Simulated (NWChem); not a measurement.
# N2 (nitrogen) at SVWN5/cc-pVDZ (then freq 1)

We compute a geometry optimisation of N2 (nitrogen). 

The calculation is run with NWChem 7.3.0.

## 1. The system as given

N2 has 2 atoms, charge 0, and is taken as a singlet. As SMILES, `N#N`. The shape is that of a PBE0-D4/def2-TZVP optimisation. The run starts from this shape.

Bond lengths: N1–N2 1.090 Å.

## 2. A geometry optimisation at SVWN5/cc-pVDZ (then freq 1)

Input file n2.nw:

```
start n2
memory stack 880 mb heap 220 mb global 1100 mb
charge 0

geometry units angstroms
 N        0.465500      -0.150300       0.239800
 N       -0.465500       0.150300      -0.239800
end

basis spherical bse
 * library cc-pVDZ
end

dft
 xc slater vwn_5
 grid fine
 convergence energy 1e-08
 maxiter 100
 mulliken
 print low
end

driver
 tight
 maxiter 40
end

task dft optimize
task dft frequencies
```

Command:

```bash
$ nwchem n2.nw > n2.out
```

What values should one expect? Wanted: total energy at the end; bond length; harmonic wavenumber; zero-point energy; ideal-gas entropy at 298.15 K.

Computed results:

Level: SVWN5/cc-pVDZ (then freq 1).

| quantity | value |
| --- | --- |
| total energy at the end | -108.64619 Eh |
| bond length | 1.110 Å |
| harmonic wavenumber | 2398 cm⁻¹ |
| zero-point energy | 14.3 kJ/mol |
| ideal-gas entropy at 298.15 K (symmetry number 2 as used) | 45.8 cal/(mol K) |

At the final geometry: Bond lengths: N1–N2 1.110 Å. The one mode is real, so the shape is a minimum at this level. The optimisation took 5 steps and changed the energy by -0.033 eV.
